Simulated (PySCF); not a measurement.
# NaCl, singlet: reading a ladder of total energies

Geometry: MP2(full)/6-31G*, from the G2/97 set.

| atom | x (Å) | y (Å) | z (Å) |
| --- | --- | --- | --- |
| Na | 0.0000 | 0.0000 | 0.0000 |
| Cl | 0.0000 | 0.0000 | 2.3910 |

Basis STO-3G; PySCF 2.14.0. Only valence electrons are correlated (noble-gas cores frozen), which leaves 8 electrons in 8 orbitals. R marks a restricted (for open shells ROHF) determinant. The metal's outer-core shells are frozen, which leaves out core–valence correlation.

Full CI is exact within this basis and frozen core; it isn't the basis-set limit.

| level | total energy (hartree) |
| --- | --- |
| RHF | -614.522308 |
| RMP2 | -614.524602 |
| RCCSD | -614.524946 |
| RCCSD(T) | -614.524992 |
| RCCSDT | -614.524990 |
| RCCSDT(Q) | -614.524990 |
| full CI | -614.524990 |

Problem. What is the correlation energy at full CI, and what share of it do RMP2 and RCCSD recover?

Solution. E(corr) = -614.524990 − (-614.522308) = -0.002682 hartree = -0.073 eV. RMP2: -0.002294 / -0.002682 = 85.53 %. RCCSD: -0.002638 / -0.002682 = 98.36 %.

Problem. By how many kcal/mol does RCCSD(T) miss full CI (1 hartree = 627.509 kcal/mol), and which steps make up the rest?

Solution. -614.524992 − (-614.524990) = -0.000002 hartree = 0.00 kcal/mol. Steps: RCCSDT − RCCSD(T) = 0.00, RCCSDT(Q) − RCCSDT = 0.00, full CI − RCCSDT(Q) = 0.00 kcal/mol. That is within 1 kcal/mol of the reference in this basis, which itself misses far more of the correlation at the basis-set limit.
